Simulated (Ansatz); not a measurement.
LiH (SMILES [LiH]): where methods fail along a bond

LiH has 2 atoms, charge 0, and is taken as a singlet. SMILES: `[LiH]`. The bond length is the measured one.

```xyz
2

Li    0.0000    0.0000    0.0000
H     0.0000    0.0000    1.5957
```

The Li1–H2 distance is scanned; the parts on either side stay rigid. Basis 3-21G; program Ansatz 0.2.0. FCI is exact within this basis and core. Energies in eV from each method's value at 1.596 Å; methods without a U are spin-restricted. The shape above is that at 1.596 Å.

| distance (Å) | SVWN5 | r2SCAN | r2SCAN0 | B2PLYP | FCI |
| --- | --- | --- | --- | --- | --- |
| 1.596 | 0.00 | 0.00 | 0.00 | 0.00 | 0.00 |
| 1.995 | 0.24 | 0.25 | 0.28 | 0.28 | 0.18 |
| 2.394 | 0.78 | 0.82 | 0.88 | 0.87 | 0.67 |
| 3.191 | 1.84 | 1.93 | 2.06 | 2.01 | 1.49 |
| 3.989 | 2.57 | 2.70 | 2.93 | 2.75 | 1.81 |

Departure from the FCI curve at its largest: SVWN5 +0.76 eV at 3.99 Å; r2SCAN +0.89 eV at 3.99 Å; r2SCAN0 +1.12 eV at 3.99 Å; B2PLYP +0.94 eV at 3.99 Å. Restricted functionals keep the electrons paired too, and rise too high.
